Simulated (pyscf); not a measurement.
H₂Se + GeH₄ -> H₂Se + H₂ + GeH₂ [singlet], a multi-bond step (singlet surface; H–Se, Ge–H, Ge–H broken, H–Se, H–H formed). Optimised with ωB97X-D3(BJ)/def2-SVP in PySCF. Energies in kcal/mol from the separated reactants.

Small-basis levels: PySCF, no dispersion term, spherical d functions. AM1 to PM7: differences of heats of formation from MOPAC, which are fitted to 298 K values and so differ in kind from electronic energies by zero-point and thermal terms. Cost: rough CPU time at the saddle relative to B3LYP/6-31G*+LANL2DZ, from one job on a shared machine.

| level | barrier | reaction energy | cost |
|---|---|---|---|
| HF/STO-3G | 122.6 | +85.6 | 0.2 |
| HF/3-21G | 83.9 | +42.1 | 0.2 |
| BP86/6-31G*+LANL2DZ | 49.4 | +42.9 | 0.9 |
| PBE/6-31G*+LANL2DZ | 47.4 | +44.4 | 1.0 |
| B3LYP/STO-3G | 91.2 | +95.2 | 1 |
| B3LYP/3-21G | 54.9 | +45.3 | 2 |
| B3LYP/LANL2DZ | 59.2 | +42.7 | 1.0 |
| B3LYP/6-31G*+LANL2DZ | 59.7 | +41.8 | 1 |
| B3LYP/6-311+G**+LANL2DZ | 61.1 | +44.5 | 1 |
| PBE/def2-SVP | 45.1 | +46.1 | 3 |
| B3LYP/def2-SVP | 56.5 | +43.4 | 2 |
| PM6 | 45.0 | +29.8 | under 0.02 |
| ωB97M-D3(BJ)/def2-TZVP | 63.1 | +43.1 | – |

Against the last row the barrier runs from -18.1 (PM6) to +59.5 kcal/mol (HF/STO-3G). At B3LYP/STO-3G, PBE/def2-SVP this geometry lies under one side, so the entry may be no barrier of that level: it is a single point on another level's saddle. ωB97M-D3(BJ)/def2-TZVP has limits of its own. On the product side the descent ends in a bound adduct (not fully relaxed), 9.2 kcal/mol under the separated species and 25.6 kcal/mol under the saddle at ωB97X-D3(BJ)/def2-TZVP. The same reactants have a lower exit, to H₃Ge–SeH + H₂ (barrier +53.3 kcal/mol at ωB97M-D3(BJ)/def2-TZVP, against +63.1 kcal/mol here). One saddle was located; it need not be the lowest between these sides. In the def2 sets elements up to Kr have no core potential.
